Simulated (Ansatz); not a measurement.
1T (CdI2-type) HfS₂, treated with rVV10 (PAW; Ansatz, a first-principles code).

Numerical settings: plane-wave cutoff 520 eV, 12×12×6 k mesh (along the axes of the cell as run), Fermi–Dirac smearing 0.01 eV, scalar-relativistic PAW data made under PBE.

The cell is scaled about its equilibrium volume:

Shape and atoms are relaxed at each volume.

| V (Å³/atom) | P (GPa) | direct gap at Γ (eV) | smallest gap on the k mesh (eV) | c (Å) |
|---|---|---|---|---|
| 21.811 | 1.64 | 1.710 | 0.793 | 5.698 |
| 22.266 | 0.74 | 1.768 | 0.889 | 5.771 |
| 22.720 | 0.01 | 1.833 | 0.982 | 5.851 |
| 23.174 | -0.58 | 1.896 | 1.062 | 5.935 |
| 23.629 | -1.02 | 1.962 | 1.136 | 6.024 |

The fundamental gap (0.98 eV at the equilibrium volume, with added k points) lies elsewhere than Γ–Γ.

Measured, for comparison: band gap 1.8 eV (temperature not stated, no zero-point or thermal correction, fundamental, indirect, our sources range from 1.80 to 1.96; as tabulated in Rybak et al. (2022), arXiv:2210.12074).

Note: the bulk modulus comes from volumes at which shape and atoms were relaxed.

Spin–orbit coupling is not included.
